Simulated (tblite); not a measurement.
Compound: C₅H₈O.
Atom-mapped SMILES: `[CH3:1][C@@H:2]1[CH2:3][CH2:4][C:5]1=[O:6]` (hydrogens: H7, H8, H9 on C1; H10 on C2; H11, H12 on C3; H13, H14 on C4)

Computed with GFN2-xTB (tblite), gas phase: Langevin dynamics at 400 K from the optimised GFN2-xTB geometry, time step 0.5 fs, friction 0.01 fs⁻¹, 2000 steps.

Start geometry:
```
atom  x, y, z in Å
C1     -1.715   -0.145    0.404
C2     -0.466   -0.157   -0.465
C3      0.778   -0.887    0.090
C4      1.596    0.414   -0.009
C5      0.343    1.130   -0.465
O6      0.081    2.273   -0.700
H7     -2.155   -1.140    0.448
H8     -1.471    0.174    1.415
H9     -2.448    0.545   -0.007
H10    -0.728   -0.462   -1.480
H11     1.142   -1.705   -0.526
H12     0.645   -1.242    1.109
H13     2.014    0.793    0.922
H14     2.383    0.409   -0.760
```

The statistics below take the 31 frames saved every 25 fs from 250 to 1000 fs; their kinetic temperature (all 3N coordinates) averages 370 K.

Task: How do the bond lengths spread?

Result: 
| bond | start (Å) | mean (Å) | standard deviation (Å) | shortest (Å) | longest (Å) |
| --- | --- | --- | --- | --- | --- |
| C1–C2 | 1.521 | 1.529 | 0.029 | 1.466 | 1.596 |
| C2–C3 | 1.545 | 1.553 | 0.030 | 1.491 | 1.630 |
| C3–C4 | 1.540 | 1.552 | 0.039 | 1.488 | 1.651 |
| C4–C5 | 1.514 | 1.523 | 0.039 | 1.443 | 1.613 |
| C5=O6 | 1.196 | 1.198 | 0.029 | 1.146 | 1.240 |
| C2–C5 | 1.520 | 1.523 | 0.041 | 1.454 | 1.640 |
| C1–H7 | 1.088 | 1.091 | 0.027 | 1.043 | 1.175 |
| C1–H8 | 1.088 | 1.096 | 0.027 | 1.048 | 1.150 |
| C1–H9 | 1.087 | 1.089 | 0.030 | 1.028 | 1.137 |
| C2–H10 | 1.093 | 1.103 | 0.049 | 1.007 | 1.239 |
| C3–H11 | 1.087 | 1.092 | 0.025 | 1.049 | 1.135 |
| C3–H12 | 1.087 | 1.089 | 0.033 | 1.004 | 1.174 |
| C4–H13 | 1.088 | 1.096 | 0.028 | 1.028 | 1.152 |
| C4–H14 | 1.089 | 1.089 | 0.026 | 1.023 | 1.163 |

Task: Give the same statistics for bond angles, one of each kind among heavy atoms.

Result: 
| angle | start (°) | mean (°) | standard deviation (°) | smallest (°) | largest (°) |
| --- | --- | --- | --- | --- | --- |
| C1–C2–C3 | 117.3 | 116.4 | 6.9 | 104.5 | 132.2 |
| C1–C2–C5 | 115.5 | 114.1 | 6.3 | 100.7 | 129.4 |
| C3–C2–C5 | 88.4 | 88.1 | 1.9 | 83.7 | 91.1 |
| C2–C3–C4 | 90.3 | 89.6 | 1.6 | 85.7 | 92.9 |
| C3–C4–C5 | 88.8 | 88.2 | 2.2 | 83.9 | 94.0 |
| C4–C5–O6 | 133.9 | 133.5 | 4.8 | 120.7 | 142.6 |
| C2–C5–C4 | 92.3 | 91.9 | 2.0 | 88.6 | 95.7 |
| C2–C5–O6 | 133.8 | 132.9 | 4.3 | 123.9 | 142.0 |

Task: How far does each atom move about its mean position (frames aligned on the start, all atoms weighted alike), and what rms force does it feel?

Result: 
```json
{"atom": "C1", "rms displacement (Å)": "0.13", "rms force (eV/Å)": "1.85"}
{"atom": "C2", "rms displacement (Å)": "0.13", "rms force (eV/Å)": "2.09"}
{"atom": "C3", "rms displacement (Å)": "0.13", "rms force (eV/Å)": "2.13"}
{"atom": "C4", "rms displacement (Å)": "0.15", "rms force (eV/Å)": "2.04"}
{"atom": "C5", "rms displacement (Å)": "0.17", "rms force (eV/Å)": "3.07"}
{"atom": "O6", "rms displacement (Å)": "0.40", "rms force (eV/Å)": "2.46"}
{"atom": "H7", "rms displacement (Å)": "0.26", "rms force (eV/Å)": "0.88"}
{"atom": "H8", "rms displacement (Å)": "0.34", "rms force (eV/Å)": "1.00"}
{"atom": "H9", "rms displacement (Å)": "0.30", "rms force (eV/Å)": "1.06"}
{"atom": "H10", "rms displacement (Å)": "0.22", "rms force (eV/Å)": "1.41"}
{"atom": "H11", "rms displacement (Å)": "0.26", "rms force (eV/Å)": "0.97"}
{"atom": "H12", "rms displacement (Å)": "0.29", "rms force (eV/Å)": "1.16"}
{"atom": "H13", "rms displacement (Å)": "0.40", "rms force (eV/Å)": "0.99"}
{"atom": "H14", "rms displacement (Å)": "0.36", "rms force (eV/Å)": "0.99"}
```

The displacements run from 0.13 to 0.40 Å.

Task: How widely does the potential energy scatter, against a harmonic estimate?

Result: Mean 0.62 eV above the start, standard deviation 0.154 eV, range 0.37 to 1.02 eV. For 36 classical harmonic modes at 400 K the canonical values are 36kT/2 = 0.62 eV and kT·√(36/2) = 0.146 eV.

The run is classical and short, so these are rough statistics of one trajectory.

The cost below is that of the whole dynamics run. The run took 6.4 s wall on an Arm Neoverse V2 with one thread, shared host with 96 logical CPUs at a one-minute load of 37, and the process peaked at 0.18 GiB of memory.
